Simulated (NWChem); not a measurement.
# One shape, several levels: HNCO (isocyanic acid)

We compute a comparison of 6 runs (HF/3-21G, HF/def2-SVP, HF/def2-TZVPP, BP86/pcseg-1, MP2/def2-TZVPP, CCSD/def2-TZVP) of HNCO (isocyanic acid). 

The calculation is run with NWChem 7.3.0.

**1. The structure to begin with**

HNCO has 4 atoms, charge 0, and is taken as a singlet. SMILES: `N=C=O`. Geometry: relaxed at PBE0-D4/def2-TZVP.

Bond lengths: N1–C2 1.208 Å, C2–O3 1.161 Å, N1–H4 1.004 Å. Angles: N1–C2–O3 173.0°, C2–N1–H4 125.4°.

**2. Energy and gradient at HF/3-21G (run 1)**

Contents of calc.xyz:

```xyz
4

N      0.505000    -0.390800    -0.422600
C     -0.462300     0.160800     0.046400
O     -1.461800     0.645200     0.383400
H      1.419000    -0.415200    -0.007200
```

Contents of calc.nw:

```
start calc
memory stack 880 mb heap 220 mb global 1100 mb
geometry noautosym nocenter noautoz
 load format xyz calc.xyz
end
basis spherical bse
 * library 3-21G
end
scf
 singlet
 rhf
 thresh 1e-08
 maxiter 80
end
task scf gradient
```

On the command line:

```sh
$ nwchem calc.nw > calc.out
```

Output:

```text
[...]
  functions       =    29
[...]
  wavefunction    = RHF
[...]
         Total SCF energy =   -166.807465591914
      One-electron energy =   -344.777033074468
      Two-electron energy =    118.488969104840
 Nuclear repulsion energy =     59.480598377715
        Time for solution =      0.2s
[...]
                         RHF ENERGY GRADIENTS
    atom               coordinates                        gradient
                 x          y          z           x          y          z
   1 N       0.954312  -0.738505  -0.798598    0.009881  -0.015399  -0.021652
   2 C      -0.873620   0.303868   0.087683   -0.016554   0.014651   0.016999
   3 O      -2.762401   1.219251   0.724521    0.005481  -0.003473  -0.003242
   4 H       2.681521  -0.784614  -0.013606    0.001192   0.004222   0.007895
[...]
```

Wall time 0.82 s (1 thread of AMD EPYC 9R45 (Zen 5), shared host); peak memory 0.1 GiB.

**3. Energy and gradient at HF/def2-SVP (run 2)**

Contents of run.py:

```python
from ase import Atoms
from ase.calculators.nwchem import NWChem

molecule = Atoms(['N', 'C', 'O', 'H'], positions=[
    [0.505000, -0.390800, -0.422600],
    [-0.462300, 0.160800, 0.046400],
    [-1.461800, 0.645200, 0.383400],
    [1.419000, -0.415200, -0.007200],
])

calc = NWChem(
    label='sp',
    theory='scf',
    memory='2200 mb',
    basis='def2-SVP',
    basispar='spherical bse',
    scf={'nopen': '0', 'rhf': None, 'thresh': '1e-08', 'maxiter': '80'},
)
molecule.calc = calc

forces = molecule.get_forces()
e = molecule.get_potential_energy()
print(f"E = {e:.6f} eV")
print("forces (eV/A):")
for s, f in zip(molecule.symbols, forces):
    print(f"{s:2s} {f[0]:10.5f} {f[1]:10.5f} {f[2]:10.5f}")
print("dipole (e A):", molecule.get_dipole_moment().round(4))
```

On the command line:

```sh
$ export ASE_NWCHEM_COMMAND="nwchem PREFIX.nwi > PREFIX.nwo"
$ python run.py
```

Output:

```text
E = -4561.510754 eV
forces (eV/A):
N    -0.66160    0.59516    0.69656
C    -1.12383    0.33136    0.01244
O     2.03827   -0.92519   -0.57999
H    -0.25284   -0.00134   -0.12902
dipole (e A): [ 0.4783 -0.0402  0.1699]
```

The calculator wrote sp.nwi:

```
title "sp"

permanent_dir sp

scratch_dir sp

start sp

geometry units angstrom nocenter noautosym noautoz
  N  5.0500000000000000e-01 -3.9079999999999998e-01 -4.2259999999999998e-01
  C  -4.6229999999999999e-01 1.6080000000000000e-01 4.6399999999999997e-02
  O  -1.4618000000000000e+00 6.4520000000000000e-01 3.8340000000000002e-01
  H  1.4190000000000000e+00 -4.1520000000000001e-01 -7.1999999999999998e-03
end

memory 2200 mb

basis spherical bse noprint
   * library def2-SVP
end

scf
  nopen 0
  rhf
  thresh 1e-08
  maxiter 80
end

task scf gradient
```

sp.nwo:

```text
Northwest Computational Chemistry Package (NWChem) 7.3.0
             --------------------------------------------------------

           Job information
           ---------------

    nwchem branch   = 7.3.0
    use scalapack   = T
    input           = sp.nwi
    prefix          = sp.
    data base       = sp/sp.db
    status          = startup
    nproc           =        1

           Memory information
           ------------------

[... 5 lines left out ...]
    hardfail = no
[... 121 lines left out ...]
         Quadratically convergent ROHF
[... 15 lines left out ...]
       Final RHF  results
[... 4 lines left out ...]
      Two-electron energy =    118.877833086256
[... 30 lines left out ...]
                       ROHF Final Molecular Orbital Analysis
[... 202 lines left out ...]
                 ----------------------------------------
                 |  Time  |  1-e(secs)   |  2-e(secs)   |
                 ----------------------------------------
                 |  CPU   |       0.00   |       0.45   |
                 ----------------------------------------
                 |  WALL  |       0.00   |       0.45   |
                 ----------------------------------------

 Task  times  cpu:        1.4s     wall:        1.4s
 Total times  cpu:        1.4s     wall:        1.4s
```

Wall time 2.3 s (1 thread of AMD EPYC 9R45 (Zen 5), shared host); peak memory 0.1 GiB.

Runs 3 to 4 aren't shown in full; the table further down has their settings and results.

**4. Energy and forces at MP2/def2-TZVPP (run 5)**

Contents of mymol.xyz:

```xyz
4
CHNO gradient
N      0.505000    -0.390800    -0.422600
C     -0.462300     0.160800     0.046400
O     -1.461800     0.645200     0.383400
H      1.419000    -0.415200    -0.007200
```

Contents of run.py:

```python
from ase.io import read
from ase.calculators.nwchem import NWChem

molecule = read('mymol.xyz')

calc = NWChem(
    label='mymol',
    theory='mp2',
    memory='2200 mb',
    basis='def2-TZVPP',
    basispar='spherical bse',
    scf={'nopen': '0', 'rhf': None, 'thresh': '1e-08', 'maxiter': '80'},
    mp2={'freeze': 'core 3', 'tight': None},
)
molecule.calc = calc

forces = molecule.get_forces()
print(f"energy = {molecule.get_potential_energy():.6f} eV")
print("forces (eV/A):")
for s, f in zip(molecule.symbols, forces):
    print(f"{s:2s} {f[0]:10.5f} {f[1]:10.5f} {f[2]:10.5f}")
```

On the command line:

```sh
$ export ASE_NWCHEM_COMMAND="nwchem PREFIX.nwi > PREFIX.nwo"
$ python run.py
```

Output:

```text
energy = -4582.732513 eV
forces (eV/A):
N     0.76125   -0.43282   -0.36751
C     0.38078   -0.05590    0.09549
O    -1.05765    0.48054    0.30030
H    -0.08438    0.00818   -0.02828
```

The calculator wrote mymol.nwi:

```
title "mymol"

permanent_dir mymol

scratch_dir mymol

start mymol

geometry units angstrom nocenter noautosym noautoz
  N  5.0500000000000000e-01 -3.9079999999999998e-01 -4.2259999999999998e-01
  C  -4.6229999999999999e-01 1.6080000000000000e-01 4.6399999999999997e-02
  O  -1.4618000000000000e+00 6.4520000000000000e-01 3.8340000000000002e-01
  H  1.4190000000000000e+00 -4.1520000000000001e-01 -7.1999999999999998e-03
end

memory 2200 mb

basis spherical bse noprint
   * library def2-TZVPP
end

scf
  nopen 0
  rhf
  thresh 1e-08
  maxiter 80
end
mp2
  freeze core 3
  tight
end

task mp2 gradient
```

mymol.nwo:

```text
Northwest Computational Chemistry Package (NWChem) 7.3.0
             --------------------------------------------------------

           Job information
           ---------------

    nwchem branch   = 7.3.0
    use scalapack   = T
    input           = mymol.nwi
    prefix          = mymol.
    data base       = mymol/mymol.db
    status          = startup
    nproc           =        1

           Memory information
           ------------------

[... 5 lines left out ...]
    hardfail = no
[... 123 lines left out ...]
 Convergence threshold     :          1.000E-08
[... 17 lines left out ...]
      One-electron energy =   -346.307775279643
[... 31 lines left out ...]
                       ROHF Final Molecular Orbital Analysis
[... 383 lines left out ...]
  MP2 natural orbitals output to mymol/mymol.mp2nos
[... 10 lines left out ...]
                 ----------------------------------------
                 |  Time  |  1-e(secs)   |  2-e(secs)   |
                 ----------------------------------------
                 |  CPU   |       0.01   |       6.62   |
                 ----------------------------------------
                 |  WALL  |       0.01   |       6.62   |
                 ----------------------------------------
 -----------------------
 Task  times  cpu:       34.8s     wall:       34.8s
 Total times  cpu:       34.8s     wall:       34.8s
```

It took 36 s on 1 thread of AMD EPYC 9R45 (Zen 5), shared host; peak memory 0.33 GiB.

**5. A single-point energy at CCSD/def2-TZVP (run 6)**

Contents of run.nw:

```
START run
memory stack 880 mb heap 220 mb global 1100 mb

GEOMETRY noautosym nocenter noautoz
N     0.505000   -0.390800   -0.422600
C    -0.462300    0.160800    0.046400
O    -1.461800    0.645200    0.383400
H     1.419000   -0.415200   -0.007200
END

BASIS spherical bse
* library def2-TZVP
END

SCF
thresh 1e-08
maxiter 80
noprint "final vectors analysis"
END

CCSD
freeze core 3
maxiter 60
END

TASK ccsd
```

On the command line:

```sh
$ nwchem run.nw > run.out
```

Output:

```text
[...]
  functions       =    99
[...]
  wavefunction    = RHF
[...]
         Total SCF energy =   -167.836651103647
      One-electron energy =   -346.304913880342
      Two-electron energy =    118.987664398980
 Nuclear repulsion energy =     59.480598377715
        Time for solution =     11.1s
[...]
 Total MP2 energy:           -168.408442100668822
[...]
             energy      energy      error      ampl     ampl      Block
                                                time     time      time
[...]
 Total CCSD energy:           -168.406620091109005
[...]
```

Wall time 75 s (1 thread of AMD EPYC 9R45 (Zen 5), shared host); peak memory 0.19 GiB.

**6. All runs side by side**

| run | level | iteration cap | module | energy (Eh) | dipole moment (D) | HOMO energy (eV) | LUMO energy (eV) | wall time |
| --- | --- | --- | --- | --- | --- | --- | --- | --- |
| 1 | HF/3-21G | 80 | scf | -166.807466 | 2.65 | -11.82 | 4.82 | 0.82 s |
| 2 | HF/def2-SVP | 80 | scf | -167.632430 | 2.45 | -12.27 | 4.37 | 2.3 s |
| 3 | HF/def2-TZVPP | 80 | scf | -167.837715 | 2.32 | -12.35 | 3.32 | 20 s |
| 4 | BP86/pcseg-1 | 100 | dft | -168.663768 | 2.16 | – | – | 5.1 s |
| 5 | MP2/def2-TZVPP | 80 | mp2 | -168.412315 | 2.08 | -12.35 | 3.32 | 36 s |
| 6 | CCSD/def2-TZVP | 80 | ccsd | -168.406620 | – | – | – | 75 s |

**7. What came out**

| quantity | value |
| --- | --- |
| run 6: total energy | -168.40662 Eh |
| run 6: correlation energy (3 core orbitals frozen) | -570.0 mEh |

**Reading.** Over runs 1, 2, 3, 4, 5 the dipole moment (its size) runs from 2.08 D (MP2/def2-TZVPP) to 2.65 D (HF/3-21G). The two ends differ in method and basis. Over runs 1, 2, 3 the HOMO–LUMO gap runs from 15.67 eV (HF/def2-TZVPP) to 16.64 eV (HF/def2-SVP). All runs together took 2.3 min, the longest 75 s.
